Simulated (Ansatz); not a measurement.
WS2: S vacancy

These are results of Ansatz 0.2.0, DFT r2SCAN, scalar-relativistic, plane waves, PAW, not measurements. (500 eV cutoff, 2×2×2 k-mesh, shifted by half a step, Gaussian smearing of 0.01 eV, collinear spin in charge -1 alone)

Host crystal, relaxed:

```yaml
crystal:
  lattice:
    - [3.18162, 0.00000, 0.00000]
    - [-1.59081, 2.75536, 0.00000]
    - [0.00000, 0.00000, 13.06738]
  atoms:
    - { symbol: W, position: [0.33333, 0.66667, 0.25000] }
    - { symbol: W, position: [0.66667, 0.33333, 0.75000] }
    - { symbol: S, position: [0.33333, 0.66667, 0.63066] }
    - { symbol: S, position: [0.66667, 0.33333, 0.13066] }
    - { symbol: S, position: [0.33333, 0.66667, 0.86934] }
    - { symbol: S, position: [0.66667, 0.33333, 0.36934] }
```

Supercell of 36 atoms, rows in host cell vectors: -2 0 0; -1 -3 0; 0 0 1. Atoms relax at the host's cell from a start displaced at random by 0.06 Å near the defect, so other minima may exist. The cell is small, so energies carry finite-size errors of tenths of an eV. The host's Kohn–Sham gap is 1.37 eV. Atoms are taken from and returned to the elements' standard states. Charged cells are corrected for image charges with the computed static dielectric tensor (mean 10.0) and aligned with the host's potential at far atoms (alignment terms reach 0.19 eV; the program doubts the alignment in some charges, where it is up to 0.19 eV). No band-filling term is added, and the Fermi level counts from the host's valence band top.

With moments and this functional the run may sit in a state above the lowest one. Spin-orbit coupling is left out, which matters for the bands and energies of heavy elements.

Defect: S vacancy at (0.333, 0.667, 0.631) of the host cell.

Task: What is the formation energy of the neutral defect?

Result: 3.16 eV.

Task: Does the neutral defect carry a moment, and how do its surroundings relax?

Result: The neutral run had no spin polarisation, so a moment wasn't tested. The nearest neighbours before are 3 W at 2.41 Å; after relaxation the atoms near the site are 3 W at 2.36 Å; the largest move is 0.09 Å.

Task: Charges 0, -1 were computed. Which is stable where in the gap?

Result: Among the charges computed the stable one is 0 at the valence band top, changing to -1 at 0.96 eV. Levels between neighbouring charges: (0/-1) 0.96 eV.

Cost: 3 runs of about 61 core-minutes in all, on AMD EPYC 7R43 (Zen 3) (shared hosts).